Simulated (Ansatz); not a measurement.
## fcc Ca

Level of theory: rVV10 (plane waves, PAW; Ansatz, an electronic-structure program).

Settings: plane-wave cutoff 500 eV, 22×22×22 k mesh, Fermi–Dirac smearing 0.1 eV, scalar-relativistic PAW data made under PBE.

Cell (relaxed at this level):

```xyz
1
Lattice="0.0000 2.7295 2.7295 2.7295 0.0000 2.7295 2.7295 2.7295 0.0000" Properties=species:S:1:pos:R:3 pbc="T T T"
Ca     0.0000     0.0000     0.0000
```

```json
{
 "volume_per_atom": "40.67 Å³/atom",
 "lattice_constant_a": "5.459 Å"
}
```

Measured, for comparison: equilibrium volume per atom 42.81 Å³/atom, lattice constant a 5.553 Å (low-temperature or extrapolated to 0 K; zero-point anharmonic expansion removed; as tabulated in Csonka et al. (2009), arXiv:0903.4037). Computed (rounded) less measured: equilibrium volume per atom -5.0 %, lattice constant a -1.7 %.

Static lattice: no zero-point or thermal effects.
